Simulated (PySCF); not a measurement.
Homolysis of single bonds, series Si OH-H. Gas-phase values, no solvent. One relaxed conformer stands for each flexible species; it need not be the lowest. Strings in code marks are SMILES. All members: neutral, multiplicity 1. Level: B3LYP-D3(BJ)/def2-TZVP // PBE0-D4/def2-TZVP (PySCF), beside PBE-D3(BJ)/def2-TZVP // PBE0-D4/def2-TZVP (PySCF) at the same geometries. B3LYP has the VWN-RPA correlation part, as in Gaussian. 

```
species                                                    HOMO–LUMO gap, PBE (eV)  HOMO–LUMO gap, B3LYP-D3(BJ) (eV)
---------------------------------------------------------  -----------------------  --------------------------------
`O[SiH3]`                                                                     6.38                          withheld
`O[Si](O)(O)O`                                                                6.91                              8.91
`O[SiH2]O` (H–O–Si–O torsion -66°, O–Si–O–H torsion -66°)                     7.02                              8.86
`O[SiH](O)O`                                                                  7.18                              9.04
`[SiH4]`                                                                      8.74                             10.50
```

Q: Fit y = a + b·x, y being the HOMO–LUMO gap at the first level, to the 4 complete rows by least squares, with x = the PBE value in eV. Give a, b and the rms residual, and predict the withheld value.

A: Means of the 4 rows: x̄ = 7.4625, ȳ = 9.3275 eV. Σ(x − x̄)² = 2.2129 and Σ(x − x̄)(y − ȳ) = 2.0166, so b = 0.911 and a = ȳ − b·x̄ = 2.529 eV. The rms residual is 0.056 eV. At x = 6.38 the line gives 8.34 eV, outside the range of the fitted rows. The run for `O[SiH3]` gave 8.27 eV, so the line is off by 0.07 eV, within twice the rms residual.

Codes: PySCF.
